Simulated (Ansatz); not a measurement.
The input, for Ansatz 0.2.0:

```yaml
crystal:
  periodic: [false, false, false]
  atoms:
    - {symbol: Ge, position_ang: [0.000000, -0.038190, 0.030166]}
    - {symbol: H, position_ang: [0.000000, 2.020611, -3.538551]}
    - {symbol: H, position_ang: [0.000000, 0.731629, 1.364567]}
basis:
  gaussian: {orbitals: cc-pVDZ, point_charges: [{charge: -1.00, position_ang: [2.877, -0.618, -0.895]}]}
magnetization: {spin_polarized: true, initial_magnetization: 2}
correlation: {method: ccsd, electrons: outside_noble_gas}
```

```sh
$ ansatz run in.yaml --threads 1 --pin off --events-out ev --progress --plain --max-ram 2393MiB
```

Output:

```
416 factors; integrals over basis functions are off by at most 1.2e-3 eV
mean field evaluation 1: about -56499.6440 eV, gradient 7.7e0 eV
mean field evaluation 2: about -56499.6462 eV, gradient 7.7e0 eV
mean field evaluation 4: about -56501.3083 eV, gradient 1.3e0 eV
mean field evaluation 8: about -56501.3474 eV, gradient 1.5e-3 eV
mean field evaluation 16: about -56501.3065 eV, gradient 1.3e0 eV
mean field evaluation 32: about -56500.3020 eV, gradient 4.4e0 eV
mean field evaluation 64: about -56499.2715 eV, gradient 4.8e0 eV
mean field evaluation 96: about -56498.4141 eV, gradient 2.6e-3 eV
mean field evaluation 128: about -56498.3892 eV, gradient 6.3e-3 eV
mean field evaluation 160: about -56498.4420 eV, gradient 7.6e-1 eV
mean field evaluation 192: about -56497.7167 eV, gradient 2.7e0 eV
mean field evaluation 224: about -56499.6819 eV, gradient 3.9e-2 eV
mean field -56501.34719384 eV, -2076.3862113851 hartree, gradient 1.5e-6 eV, S^2 2.017273; 12 other end points of the search recorded, 0 dependent functions left out
determinant -56501.34719384 eV, -2076.3862113851 hartree, with singles and doubles -56503.54179907 eV, -2076.4668616398 hartree
determinant -56500.70472137 eV, -2076.3626009571 hartree, with singles and doubles -56502.94666652 eV, -2076.4449909219 hartree
determinant -56499.68695986 eV, -2076.3251989116 hartree, with singles and doubles -56501.38557327 eV, -2076.3876218029 hartree
determinant -56498.41409674 eV, -2076.2784220545 hartree, with singles and doubles -56500.50712196 eV, -2076.3553393128 hartree
determinant -56498.41079320 eV, -2076.2783006518 hartree, with singles and doubles -56500.67295846 eV, -2076.3614336919 hartree
determinant -56498.38923998 eV, -2076.2775085857 hartree, with singles and doubles -56500.43998936 eV, -2076.3528722351 hartree
determinant -56497.86905181 eV, -2076.2583920230 hartree, with singles and doubles -56500.05743043 eV, -2076.3388134541 hartree
14 core orbitals not correlated: weight in the atoms' cores, before any rotation towards them, 1.000 or more for the frozen orbitals, at most 0.000 for the correlated occupied ones
reference -56501.34719384 eV, -2076.3862113851 hartree; 4, 2 occupied and 19, 21 virtual orbitals, 416 factors
second order -1.62380737 eV of doubles, -0.00000000 eV of singles
cycle   1  -2.19499833 eV  change   -3.9e-4 eV  update   9.1e-4
cycle   2  -2.19533063 eV  change   -3.3e-4 eV  update   7.1e-4
cycle   3  -2.19535593 eV  change   -2.5e-5 eV  update   3.8e-4
cycle   4  -2.19526205 eV  change    9.4e-5 eV  update   1.8e-4
cycle   5  -2.19531411 eV  change   -5.2e-5 eV  update   6.1e-5
cycle   6  -2.19539246 eV  change   -7.8e-5 eV  update   2.6e-5
cycle   7  -2.19540315 eV  change   -1.1e-5 eV  update   1.0e-5
cycle   8  -2.19540190 eV  change    1.3e-6 eV  update   8.2e-6
cycle   9  -2.19539511 eV  change    6.8e-6 eV  update   7.0e-6
Total energy: -56503.54258895 eV, -2076.4668906673 hartree
```

Ran on 1 thread of Arm Neoverse V1, shared host: 2.1 s wall, 0.17 GiB peak host memory.
